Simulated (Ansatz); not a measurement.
**Al2H3F: taking an electron away**

An exercise on one series of results from a longer session: the logs are not shown, and one member is left open.

Computed with Ansatz 0.2.0, Gaussian basis. Level: unrestricted cation, the program's frozen cores in correlated methods.

Levels to be run: UKS PBE-D4/def2-TZVPP; UKS r2SCAN-D4/def2-TZVPP; UKS PBE0-D4/def2-TZVPP; UKS B3LYP-D4/def2-TZVPP; UKS wB97X-V/def2-TZVPP; UKS wB97M-V/def2-TZVPP; UKS B2PLYP/def2-TZVPP; UHF-CCSD(T)/def2-TZVPP; UHF-MP2/def2-QZVPP; extrapolation to the limit; then −ε(HOMO) from the neutral's earlier runs with LDA (SPW92), PBE-D4, revPBE-D4, BLYP-D4, r2SCAN-D4, B97M-V, PBE0-D4, B3LYP-D4, r2SCANh-D4, r2SCAN0-D4, HSE06-D4, BHLYP-D4, CAM-B3LYP-D4, LC-ωPBE, ωB97X-V, ωB97M-V.

## Structure used throughout

All runs share one geometry, relaxed beforehand with PBE0-D4 in a triple-zeta def2 set.

SMILES `[F][AlH][AlH2]`, 6 atoms, charge 0, spin multiplicity 1.

Atoms are counted from 1 here; the program's logs count them from 0.

Bond lengths: F1–Al2 1.658 Å, Al2–Al3 2.606 Å, Al2–H4 1.590 Å, Al3–H5 1.593 Å, Al3–H6 1.590 Å. Angles: F1–Al2–Al3 116.8°, F1–Al2–H4 114.3°, Al3–Al2–H4 129.0°, Al2–Al3–H5 120.6°, Al2–Al3–H6 121.8°, H5–Al3–H6 117.6°.

Set-up of the first run:

File in.yaml:

```yaml
crystal:
  periodic: [false, false, false]
  atoms:
    - {symbol: F, position_ang: [-0.871395, -2.045008, 1.135744]}
    - {symbol: Al, position_ang: [-0.489098, -1.178506, -0.225450]}
    - {symbol: Al, position_ang: [0.520798, 1.195875, 0.140351]}
    - {symbol: H, position_ang: [-0.801087, -1.933157, -1.589415]}
    - {symbol: H, position_ang: [0.917000, 2.108795, -1.103422]}
    - {symbol: H, position_ang: [0.765883, 1.788100, 1.595991]}
basis:
  gaussian: {orbitals: def2-TZVPP}
total_charge: 1
magnetization: {spin_polarized: true, initial_magnetization: 1}
hamiltonian: {xc: pbe, dispersion: d4}
```

Started as:

```sh
$ ansatz run in.yaml --threads 2 --pin off --events-out ev --progress --plain --max-ram 4352MiB
```

Steps of the session up to this table: Cation, UKS PBE-D4/def2-TZVPP; Cation, UKS r2SCAN-D4/def2-TZVPP; Cation, UKS PBE0-D4/def2-TZVPP; Cation, UKS B3LYP-D4/def2-TZVPP; Cation, UKS wB97X-V/def2-TZVPP; Cation, UKS wB97M-V/def2-TZVPP; Cation, UKS B2PLYP (frozen core)/def2-TZVPP; Cation, UHF-CCSD(T)/def2-TZVPP; Cation, UHF-MP2/def2-QZVPP.

One of the session's tables, all rows but one given; the rest of the session is left out.

It belongs to the step «Ionisation energies side by side». For comparison, −ε(HOMO) of the neutral from earlier runs:

| functional | −ε(HOMO) (eV) |
| --- | --- |
| LDA (SPW92) | 6.20 |
| PBE-D4 | 6.14 |
| revPBE-D4 | 6.11 |
| BLYP-D4 | 6.02 |
| r2SCAN-D4 | 6.37 |
| B97M-V | 6.43 |
| PBE0-D4 | 7.19 |
| B3LYP-D4 | 7.02 |
| r2SCANh-D4 | 6.76 |
| r2SCAN0-D4 | 7.34 |
| HSE06-D4 | 6.80 |
| BHLYP-D4 | 8.15 |
| CAM-B3LYP-D4 | 8.43 |
| LC-ωPBE | ? |
| ωB97X-V | 9.39 |
| ωB97M-V | 9.10 |

Estimate the missing values for LC-ωPBE.

**Answer.** −ε(HOMO) (eV): 9.70. In the column «−ε(HOMO) (eV)» it is the highest.
